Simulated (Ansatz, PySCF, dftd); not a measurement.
System: C2H4NO, charge 0, doublet. C2H4NO (SMILES CC(=O)[NH], doublet).
B3LYP-D3(BJ)/def2-TZVP minimum from Ansatz (an electronic-structure program):
```
C
O 1 1.2305
N 1 1.3652 2 117.80
H 3 1.0231 1 110.17 2 -34.34
C 1 1.4983 2 123.78 3 171.74
H 5 1.0875 1 110.02 2 16.97
H 5 1.0911 6 110.37 1 -121.95
H 5 1.0918 6 109.45 7 -118.08
```
Charge 0, spin multiplicity 2.

Quantity: enthalpy of formation at 298 K (by atomisation, with ideal-gas terms from PySCF's Hessian at B3LYP-D3(BJ)/def2-TZVP and the atoms' measured values of the G2/97 table; no spin-orbit terms), in kJ/mol. UHF or UKS for unpaired electrons; spin-orbit terms are left out. Cores are frozen in correlated methods. Rows without X2C or -DK are non-relativistic. CBS(X,Y): correlation extrapolated as X^-3, Hartree-Fock from the larger set. A bracket is a step between two methods taken in the basis named. Functionals run without relativity, which enters their misses. Double hybrids freeze cores in their MP2 part. 'core' is core correlation in cc-pwCVTZ, 'X2C' scalar relativity in cc-pVTZ-DK, both at CCSD(T). For partners of very few electrons the exact lower level stands in for a higher one. The UHF reference of C2H4NO (CC([NH])=O, doublet) is spin-contaminated (<S^2> up to 0.14 over the pure value in the sets run).

| level | program | enthalpy of formation at 298 K (kJ/mol) | difference against the last row |
|---|---|---|---|
| B3LYP-D3(BJ)/def2-TZVPD | Ansatz + dftd3 | -14.0 | -23.9 |
| PBE0-D3(BJ)/def2-TZVPD | Ansatz + dftd3 | -21.8 | -31.7 |
| B2PLYP/def2-TZVPD | Ansatz | 42.2 | 32.3 |
| MP2/CBS(cc-pVTZ,cc-pVQZ) | Ansatz | -8.4 | -18.3 |
| CCSDT(Q)/cc-pVDZ | Ansatz | 282.4 | 272.5 |
| CCSD(T)/CBS(cc-pVTZ,cc-pVQZ) + [CCSDT(Q) - CCSD(T)]/cc-pVDZ + core + X2C | Ansatz | 9.9 | 0.0 |
